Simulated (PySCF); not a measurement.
Ionisation of epichlorohydrin

System: epichlorohydrin, `ClC[C@@H]1CO1` (C3H5ClO). Optimised structure (Å), atoms numbered from 1:
```
Cl    2.2009    0.4937    0.9703
C     1.1641   -0.2172   -0.2972
C    -0.1834    0.4421   -0.3014
C    -1.2905   -0.1066    0.4774
O    -1.2113   -0.2965   -0.9204
H     1.0619   -1.2931   -0.1014
H     1.6761   -0.0806   -1.2597
H    -0.1760    1.5188   -0.5212
H    -2.0909    0.5585    0.8239
H    -1.1216   -0.9998    1.0928
```

Energies: ωB97X-D3(BJ)/ma-def2-TZVP (PySCF, density fitting, integration grid level 2) on PBE0-D3(BJ)/def2-SVP structures. The prefix ma- adds one diffuse s and one diffuse p function on all atoms but H. Thermal corrections: PBE0-D3(BJ)/def2-SVP frequencies, unscaled, ideal gas at 298.15 K and 1 bar, quasi-RRHO entropy.

Frontier levels of the parent: HOMO -10.78 eV, LUMO 1.16 eV.

Oxidation to the radical cation:
* Vertical ionisation energy (electronic): 10.76 eV
* Adiabatic ionisation energy (with zero-point energy): 10.49 eV
* Adiabatic, electronic part: 10.57 eV
* Vertical gap at the product's structure: 10.39 eV
* Inner reorganisation energy (four-point): 365 meV
* Relaxation of product / of parent: 190 / 174 meV
* ⟨S²⟩ of the product: 0.757
* Largest spin populations: O5 0.63, Cl1 0.17, C2 0.10
* Largest changes of atomic charge: O5 0.38, Cl1 0.24, H (on C3) 0.09
* Distances that move most (Å): C2–C3 1.500 → 1.562; Cl1–C2 1.785 → 1.731; C3–O5 1.409 → 1.377; C4–O5 1.413 → 1.437
* Potential in DMF: 7.97 V absolute, 3.42 V against Fc+/Fc computed at 4.54 V (solvation -20 → -262 kJ/mol)

Solvents are IEF-PCM continua (electrostatics only, gas-phase structures); absolute potentials refer to an electron at rest in vacuum. Fc+/Fc in DMF, 4.54 V, is ωB97X-D3(BJ)/ma-def2-TZVP on PBE0-D3(BJ)/def2-SVP structures with GFN2-xTB thermal terms. Benchmark calculations put it near 5.0 V in acetonitrile and DMSO, so it is about 0.5 V low, and the value against it can read up to that much too high.

Caveats: spin-orbit coupling is left out of the energies, which matters for open shells on the heavier atoms.

Differences come from unrounded values, so a last digit can differ from that of the printed terms.
